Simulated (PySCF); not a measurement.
# C3H6O2 (Ethyl formate): the cost of one run

The runs use PySCF 2.14.0, with density-fitted response routines of our own; the level of theory stands in each step. All values are computed, except where a source is named. Atoms are numbered from 0 throughout.

## (1) The molecule as given

11 atoms, charge 0, multiplicity 1; geometry from: MMFF94s. The atoms were then displaced at random by about 0.03 Å, so the start is not that level's minimum.

Bonds of the start (Å): C0–C1 1.42, C1–O2 1.42, O2–C3 1.50, C3–O4 1.21, C0–H5 1.08, C0–H6 1.14, C0–H7 1.16, C1–H8 1.03, C1–H9 1.13, C3–H10 1.01.

## (2) Optimising the geometry at PBE0-D3(BJ)/def2-SVP

The job: settings as JSON, then the geometry in Å.

```
{"job": {"xc": "PBE0", "basis": "def2-SVP", "d3": "d3bj", "grid": 1, "shake": 0.03, "kind": "geom"}, "charge": 0, "multiplicity": 1}
C     -1.518480     0.161440     0.450180
C     -0.222350    -0.400760     0.292180
O      0.646290     0.620700    -0.163530
C      2.080000     0.198260    -0.311390
O      2.383680    -0.962000    -0.146530
H     -2.324890    -0.487320     0.762920
H     -1.528450     1.056370     1.158930
H     -1.863710     0.675570    -0.532830
H     -0.245380    -1.179580    -0.382090
H      0.111420    -0.792530     1.296660
H      2.579950     1.024360    -0.608660
```

On the command line:

```console
> OMP_NUM_THREADS=1 python probes_run.py task.json out
```

This one command runs all jobs of the session in turn.

Q: Estimate the wall time and peak memory of this first job on 1 thread of Arm Neoverse V2, shared host.

About 21 s, with a peak of 0.39 GiB.
